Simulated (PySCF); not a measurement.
dimethyl sulfide (C2H6S), SMILES CSC. Atoms are numbered in the order given.

```xyz
9

C      1.3786     0.0000     0.5123
S      0.0000     0.0000    -0.6595
C     -1.3786     0.0000     0.5123
H      1.3584    -0.8935     1.1392
H      2.2962     0.0000    -0.0763
H      1.3584     0.8935     1.1392
H     -1.3584    -0.8935     1.1392
H     -2.2962     0.0000    -0.0763
H     -1.3584     0.8935     1.1392
```
Charge 0, spin multiplicity 1.

Geometry: TPSSh-D3(BJ)/def2-TZVP.

Two levels are set side by side: PBE/pcSseg-1 (PySCF) and B3LYP/pcSseg-1 (PySCF). GIAO shifts against H2S (³³S), TMS (¹H), TMS (¹³C) at the same level; non-relativistic, no solvent, atoms listed together averaged. Differences are taken from unrounded values.

```csv
quantity,PBE
"δ(¹³C) of C1, C3 (ppm)",24.1
δ(³³S) of S2 (ppm),146.3
```

These are the PBE values. What does B3LYP give? (Estimate from the structure and the level; the computed values follow.)


```json
[
 {"quantity": "δ(¹³C) of C1, C3 (ppm)", "B3LYP": "23.9", "PBE minus B3LYP": "0.2"},
 {"quantity": "δ(³³S) of S2 (ppm)", "B3LYP": "136.1", "PBE minus B3LYP": "10.2"}
]
```

Rough cost on one machine, each run with all the roots and properties that it gave: B3LYP against PBE within a factor of 2.
